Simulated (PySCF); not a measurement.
Structure from NMR data

The spectra below were simulated for a compound C4H4O.

1H NMR (400 MHz, computed): δ 7.42 (m, 2H), 6.55 (m, 2H).

13C{1H} NMR (computed): δ 146.1 (CH), 115.4 (CH).

- B3LYP/pcJ-1 coupling constants
- structure optimised with PBE0-D3(BJ)/def2-SVP
- PBE0/pcSseg-1 with gauge-including orbitals
- code: PySCF 2.14
- in vacuum, no relativistic terms, a single conformation, equivalent nuclei averaged

Referencing at the same level of theory: 1H and 13C against TMS.

Propose a structure and justify it.

Answers


Rings plus π bonds: 3 (1 ring in the answer). 2 carbon signals for 4 carbons: some carbons are equivalent by symmetry or fast rotation. Carbon types of the structure: 4 × CH, which accounts for all hydrogens. δC 146.1: aromatic CH next to the ring oxygen. δC 115.4: aromatic CH. δH 7.42: hydrogen on an aromatic CH next to the ring oxygen; ring-current deshielding. δH 6.55: hydrogen on an aromatic CH; ring-current deshielding.

These data were computed for Furan (C1=COC=C1).

This is the structure that produced the data.

Splittings below 1 Hz are ignored in the labels, and close J values are merged. Couplings among chemically equivalent protons are left out too, so labels in AA′BB′ or AA′XX′ sets are apparent multiplicities. Unscaled 3J(H,H) at this level run about 9 % above measured values. Shifts are as computed. Against solution values, carbons near 30 ppm lie about +2 ppm off and those near 130 ppm about +4 ppm. Of 246 compounds with measured shifts, 49 miss one by over three times the rms of a fit or turn the order of signals round; such compounds aren't used in these exercises.
